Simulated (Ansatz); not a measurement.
A nudged elastic band was laid between two geometries of B₂H₄ (6 atoms, charge 0, multiplicity 1).

The calculation used Ansatz 0.2.0, UKS PBE0-D4/def2-SVP.

- movable images: 5
- climbing image: yes
- spring: 5.0 eV/Å²
- optimiser: quadratic models (default)
- start path: through a guess of the saddle point
- force threshold: 0.05 eV/Å
- iteration limit: 60
- end points: relaxed

Initial state:

```xyz
6
Properties=species:S:1:pos:R:3
B -0.230 -0.792 -0.090
B 0.243 0.772 0.072
H -1.225 -1.223 0.454
H 0.397 -1.588 -0.757
H -0.130 1.642 -0.687
H 0.988 1.126 0.961
```

Final state:

```xyz
6
Properties=species:S:1:pos:R:3
B -0.356 -0.493 -0.513
B -0.146 0.636 0.415
H 0.130 -0.656 0.748
H -0.408 -1.434 -1.238
H 0.681 0.381 -0.636
H 0.141 1.502 1.178
```

Question: What changes between the two ends?

Answer: No bond is made or broken.

Question: Give the energies along the band, and the barrier.

Answer: It converged. The highest image is number 2 of 0 to 6, 0.66 eV above the first end and 0.78 eV above the last; the last end lies 0.11 eV below the first. The profile has 2 maxima (images 2, 5) with wells between them (image 4): this band takes more than one step, which may be the mechanism or a detour left from its start path. A vibrational analysis at the climbing image gives one clearly imaginary mode, 603i cm⁻¹: a first-order saddle point.

| image | path coordinate (Å) | energy (eV) |
| --- | --- | --- |
| 0 | 0.00 | 0.00 |
| 1 | 0.80 | 0.32 |
| 2 | 1.61 | 0.66 |
| 3 | 2.52 | 0.24 |
| 4 | 3.44 | 0.10 |
| 5 | 4.36 | 0.21 |
| 6 | 5.28 | -0.11 |

Question: What is the geometry of the highest image?

Answer: 
```xyz
6
Properties=species:S:1:pos:R:3
B -0.321 -0.818 -0.092
B 0.335 0.797 0.077
H -0.744 -1.441 0.857
H -0.379 -1.378 -1.165
H 0.758 1.419 -0.873
H 0.393 1.356 1.149
```

The run took 64 s on 1 thread of Intel(R) Xeon(R) Platinum 8488C (Sapphire Rapids), with other jobs on the host, peak memory 0.13 GiB.
